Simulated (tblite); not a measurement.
Compound: C4H7ClF (doublet state).
Atom-mapped SMILES: `[CH2:1][C@@:2]([F:3])([Cl:4])[CH2:5][CH3:6]` (hydrogens: H7, H8 on C1; H9, H10 on C5; H11, H12, H13 on C6)

Cartesian coordinates in Å at the GFN2-xTB level; atoms count from 1:
```
atom  x, y, z in Å
C1     1.5311    0.5970   -0.5116
C2     0.7752   -0.5348   -0.0846
F3     0.5932   -1.4517   -1.0678
Cl4    1.9429   -1.4553    1.1572
C5    -0.5154   -0.2975    0.6783
C6    -1.5375    0.4031   -0.2142
H7     1.5998    1.4561    0.1250
H8     2.1816    0.5142   -1.3610
H9    -0.2939    0.3078    1.5567
H10   -0.9075   -1.2611    1.0059
H11   -2.4689    0.5399    0.3280
H12   -1.1682    1.3761   -0.5287
H13   -1.7369   -0.1932   -1.1008
```

Method: GFN2-xTB as coded in tblite; computed harmonic values from a numerical Hessian at the method's own geometry, unscaled. This tight-binding method is rough: wavenumbers can miss measured ones by several per cent, in bad cases by 10 to 20. One conformer, not necessarily the lowest. Open shells enter through the occupations alone, without spin polarisation, and single modes of such species can be off by tens of per cent.

Harmonic wavenumbers (cm⁻¹): 95.3, 172.4, 201.7, 231.1, 272.0, 296.1, 359.1, 378.1, 443.5, 536.3, 661.9, 798.3, 823.8, 900.5, 1018.0, 1049.2, 1091.5, 1183.7, 1223.4, 1285.8, 1311.4, 1374.4, 1408.9, 1461.1, 1488.7, 1497.4, 3003.0, 3010.8, 3044.4, 3051.4, 3054.0, 3141.5, 3196.4.

A = 4368, B = 1916, C = 1808 MHz; mass 109.022 u (most abundant isotopes); point group C1, symmetry number 1; spin multiplicity 2.

Question: What is the zero-point energy?

Answer: ½Σν̃ = 21533 cm⁻¹ = 257.58 kJ/mol.

Question: Give the ideal-gas entropy at 350 K and 1 bar in the rigid-rotor, harmonic-oscillator model (classical rotation).

Answer: Translation 170.70, rotation 116.87, vibration 90.07, spin (R ln 2) 5.76: S = 383.4 J/(mol K).

Question: And Cp and H(350 K) − H(0)?

Answer: Cp = 135.82 J/(mol K), of which vibrations give 102.56 (their classical limit is 33 R = 274.4); H(350 K) − H(0) = 29.64 kJ/mol without the zero-point energy, 18.00 from vibrations.

Question: Blend soft modes into free rotors: weight 1/[1 + (100 cm⁻¹/ν̃)⁴] for the oscillator and the rest for a rotor with moment μB/(μ + B), μ = h/(8π²ν), B = 10⁻⁴⁴ kg m². What vibrational entropy results?

Answer: 88.17 J/(mol K) in place of 90.07, which changes −T·S at 350 K by +0.67 kJ/mol.

Question: What must be added to the electronic energy to get the Gibbs energy at 350 K and 1 bar?

Answer: ZPE + [H(350 K) − H(0)] − T·S = 257.58 + 29.64 − 134.19 = 153.03 kJ/mol.

Question: Which modes carry the vibrational entropy at 350 K?

Answer: 95.3 cm⁻¹: 16.16; 172.4 cm⁻¹: 11.35; 201.7 cm⁻¹: 10.11; 231.1 cm⁻¹: 9.05; 272.0 cm⁻¹: 7.81; 296.1 cm⁻¹: 7.18 J/(mol K); the other 27 give 28.43 together.

Question: How do the functions run with temperature in this model?

Answer: 
```
T (K)  S (J/(mol K))  Cp (J/(mol K))  H − H(0) (kJ/mol)  G − H(0) (kJ/mol)  ln q(vib)
  100          265.9            61.4               4.32             -22.27       0.52
  200          319.6            95.2              12.26             -51.66       2.03
  300          363.5           122.8              23.17             -85.87       3.76
  500          437.8           169.6              52.66            -166.23       7.28
  800          528.2           214.5             110.87            -311.65      12.27
 1000          578.3           234.3             155.86            -422.40      15.32
```

q(vib) and H(0) count from the zero-point level.

Hindered rotation and anharmonicity are outside this model. Other conformers, if any are populated, would add a mixing term that is left out. The structure is chiral; the term R ln 2 for an equal mix with its mirror image is left out.

The run took 0.27 s of wall time on one thread, Arm Neoverse V2 (aarch64), no GPU (shared host). This covers the Hessian and the dipole derivatives.
